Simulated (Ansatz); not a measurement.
**bcc Rb**

The numbers are results of r²SCAN0 (plane waves, PAW; Ansatz, a quantum-chemistry and plane-wave program), not measurements.

Settings: plane-wave cutoff 520 eV, 8×8×8 k mesh, Fermi–Dirac smearing 0.05 eV, scalar-relativistic PAW data made under PBE.

Cell: relaxed at this level.

| Property | Value |
|---|---|
| volume per atom | 96.04 Å³/atom |
| bulk modulus B0 | 2.63 GPa |
| equilibrium lattice constant a | 5.770 Å |
| pressure derivative B′ of the bulk modulus | 3.7 |

Measured, for comparison: equilibrium volume per atom 86.68 Å³/atom, lattice constant a 5.576 Å (low-temperature or extrapolated to 0 K; zero-point anharmonic expansion removed; as tabulated in Csonka et al. (2009), arXiv:0903.4037); bulk modulus 2.92 GPa (corrected for temperature and zero-point phonon effects, our sources range from 2.92 to 3.60; as tabulated in Levämäki et al. (2014), arXiv:1402.3671). Computed (rounded) less measured: equilibrium volume per atom +10.8 %, bulk modulus not scored (sources differ), lattice constant a +3.5 %.

Computed values are for the static lattice.
